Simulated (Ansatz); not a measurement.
## Other spins and charges of Ge–AsH2, quartet at one geometry

Geometry (PBE0/def2-TZVP stationary point for this spin, not checked as a minimum):

```xyz
4

Ge    0.0238    0.0000    1.3085
As   -0.0491    0.0000   -1.2267
H     0.9651    1.0935   -1.5596
H     0.9651   -1.0935   -1.5596
```

Basis cc-pVTZ; Ansatz 0.2.0. Correlated methods freeze the noble-gas cores and the filled d shells of p-block atoms. R marks a restricted (for open shells ROHF) determinant, U an unrestricted one. Active spaces: valence = (11e, 10o) chosen from the atoms' valence shells. No spin–orbit coupling is included, and no scalar relativity.

Gaps are energies of the second state less the first, at fixed atoms, for a selection of the levels run; each method lands on the state that its own search finds for that charge and spin.

Removing an electron, to the triplet: 7.068 eV at UCCSDT(Q).

```csv
level,gap (eV),error (meV)
UHF,6.603,-465
UMP2,7.076,8
UCCSD,7.028,-40
UCCSD(T),7.066,-2
BCCD(T),7.058,-10
UCCSDT,7.065,-3
CASSCF (valence space),6.310,-758
NEVPT2 (valence space),6.875,-193
MRCISD (valence space),6.906,-162
MRCISD+Q (valence space),7.016,-52
PBE,6.998,-70
r2SCAN,7.163,95
PBE0,7.072,4
B3LYP,6.971,-97
wB97M-V,6.931,-137
B2PLYP,6.930,-138
RPA-PBE,7.172,104
```

Problem. PBE gives -1.513 eV for doublet less quartet. Estimate what UCCSDT(Q) gives in cc-pVTZ.

Solution. UCCSDT(Q) in cc-pVTZ gives -1.390 eV, so against it PBE is off by -0.123 eV, of which a good part can be the reference's own basis and frozen-core error.

| level | gap (eV) | error (meV) |
| --- | --- | --- |
| UHF | -0.887 | 503 |
| UMP2 | -1.327 | 63 |
| UCCSD | -1.362 | 28 |
| UCCSDT | -1.387 | 3 |
| CASSCF (valence space) | -1.259 | 131 |
| NEVPT2 (valence space) | -1.366 | 24 |
| MRCISD (valence space) | -1.390 | 0 |
| PBE0 | -1.430 | -40 |
| RPA-PBE | -1.472 | -82 |

Functionals correlate the shells that the reference freezes, so part of their error here is the reference's.

Full CI isn't at hand for all of this; UCCSDT(Q) serves as the reference, and is uncertain by about the last step of the cluster series. The frozen core follows each run's orbitals, which can shift R against U totals by a few meV for light atoms and by up to 0.1 eV past Ca.
